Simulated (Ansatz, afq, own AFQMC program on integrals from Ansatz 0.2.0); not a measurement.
AFQMC on a folder of integrals that Ansatz 0.2.0 wrote.

```yaml
crystal:
  periodic: [false, false, false]
  atoms:
    - {symbol: Sb, position_ang: [0.000000, 0.000000, 0.000000]}
    - {symbol: H, position_ang: [0.000000, 0.000000, 1.718000]}
basis:
  gaussian: {orbitals: def2-TZVP}
total_charge: 1
magnetization: {spin_polarized: true, initial_magnetization: 3}
correlation: {method: ccsd_t, electrons: outside_noble_gas, hamiltonian_folder: ham}
```

```sh
$ ansatz run in.yaml --threads 1 --pin off --events-out ev --progress --plain --max-ram 1382MiB
```

Options of the walk:

```
--method phaseless --trial cisd --walkers 60 --populations 1 --least-time 40 --time-step 0.005 --steps-per-block 50 --equilibration-blocks 28 --max-blocks 300 --target-error 0.00027 --factor-cut 1e-05 --start spin_pure --seed 2214 --release-times 0.24,0.51,0.99,1.62,2.4 --release-step 0.03 --release-every 4 --taylor-order 6
```

Times are imaginary, in 1/Eh. The walk had a cap of 1498 s. Filled inner d shells are frozen with the cores. Core potentials past Kr, no spin–orbit coupling.

```
orbitals 47  electrons 4 1  factors 390 of 517
reference energy -239.47821770 Eh
CCSD correlation -0.07126156 Eh in 10 cycles, weight of the determinant in the CISD state 0.9426
energy of the start -239.549393 Eh
 block  time / (1/Eh)  mean weight  energy / Eh
     1     0.250  0.9987  -239.549490
     2     0.500  1.0002  -239.549792
     3     0.750  0.9997  -239.550297
     4     1.000  0.9997  -239.550681
     5     1.250  0.9997  -239.551311
    10     2.500  0.9990  -239.551891
    29     7.250  1.0002  -239.553835
    49    12.250  1.0001  -239.551997
    69    17.250  1.0002  -239.553480
    89    22.250  1.0001  -239.551605
   101    25.250  1.0004  -239.551138
   109    27.250  0.9997  -239.551546
   129    32.250  1.0000  -239.551953
   149    37.250  0.9993  -239.551314
   169    42.250  1.0008  -239.552064
   173    43.250  0.9989  -239.554109
   185    46.250  1.0001  -239.553120
blocks merged  error / Eh  count
     1  0.000060  160
     2  0.000078  80
     4  0.000096  40
     8  0.000093  20
    16  0.000110  10
released: time / (1/Eh)  energy / Eh  error  mean overlap
  0.24  -239.551997  0.000104  0.9974
  0.51  -239.552026  0.000099  0.9972
  0.99  -239.552218  0.000110  0.9827
  1.62  -239.552267  0.000107  0.9720
  2.40  -239.552113  0.000119  0.9741
energy -239.552078 +/- 0.000096 Eh
(rows thinned)
```

(1) Estimate how long the walk took on 1 thread of Arm Neoverse V1 (shared host).

The run passed its tests (sampling time, drift between the halves within three errors, error under three times the target), which doesn't prove that it has relaxed.

Against this walk (error 2.6 meV) on the same determinant: CCSD(T) 13.5 meV higher, CCSDT(Q) 2.4 meV lower (within the noise), full CI for this spin (own frozen core, lowest symmetry allowed) 37.4 meV higher. The error is statistical and leaves out the bias of the constraint. Released to 2.40 1/Eh the energy moves by -1 ± 4 meV (both errors), within twice the noise.

Cautions: constraint bias not in the error; no spin-orbit coupling; inner d shell frozen; lower spins were not checked.

Answers

(1) 4.5 min of wall time.

CCSDT and higher add their correlation energy to the determinant of the CCSD(T) run, since their own runs factorise the integrals more tightly (a shift of under 2 meV). A walk keeps the symmetry of its determinant, which the program's search chose and which needn't be the lowest solution, so a lower state of the same spin and another symmetry isn't excluded.
